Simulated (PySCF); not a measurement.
# Cluster of chloride and ammonia (H3NCl(-))

A complex built from chloride and ammonia; charge -1, singlet.

Parts: 1 = chloride ([Cl-]), atoms 1, charge -1; 2 = ammonia (N), atoms 2–5.

```csv
atom,part,x (Å),y (Å),z (Å)
Cl1,1,0.285,0.447,0.086
N2,2,-0.884,-1.851,-2.081
H3,2,-0.049,-2.431,-2.132
H4,2,-0.577,-1.022,-1.547
H5,2,-1.501,-2.341,-1.437
```

In these coordinates Cl1···H4 is 2.359 Å. Part 2 is then moved rigidly along that line, all else held; at short range other atoms may come into contact.

The starting structure comes from a short search with a few starts; no frequency run checks that it is a minimum, and another way of binding may lie lower.

Method: CCSD(T)/aug-cc-pVDZ and MP2/aug-cc-pVTZ counterpoise interaction energy, frozen core, gas phase (PySCF). The geometry comes from PBE0-D3(BJ)/def2-SVPD.

Counterpoise energies in kJ/mol, cluster less the parts frozen as they stand in it; small is aug-cc-pVDZ, large aug-cc-pVTZ. Estimated limit: HF in aug-cc-pVTZ, MP2 correlation extrapolated as X⁻³ from aug-cc-pVDZ and aug-cc-pVTZ, and CCSD(T) less MP2 in aug-cc-pVDZ; it isn't the exact limit.

How do the values run over the points 2.123, 2.241, 2.359, 2.595, 2.949, 3.538, 4.718?


| Cl1···H4 (Å) | HF large | MP2 large | SCS-MP2 large | CCSD(T) small | CCSD(T) limit est. |
| --- | --- | --- | --- | --- | --- |
| 2.123 | -17.4 | -33.0 | -28.7 | -26.6 | -33.0 |
| 2.241 | -23.3 | -36.0 | -32.4 | -30.9 | -36.1 |
| 2.359 | -26.5 | -36.9 | -34.0 | -33.0 | -37.1 |
| 2.595 | -28.3 | -35.3 | -33.2 | -33.0 | -35.5 |
| 2.949 | -25.9 | -29.7 | -28.5 | -28.7 | -29.8 |
| 3.538 | -19.7 | -21.0 | -20.5 | -20.5 | -20.9 |
| 4.718 | -11.4 | -11.3 | -11.2 | -11.1 | -11.2 |

The 7 runs took 110 s in all, one thread each of Arm Neoverse V2 on a shared host, launched as `OMP_NUM_THREADS=1 python cluster_run.py task.json out`.
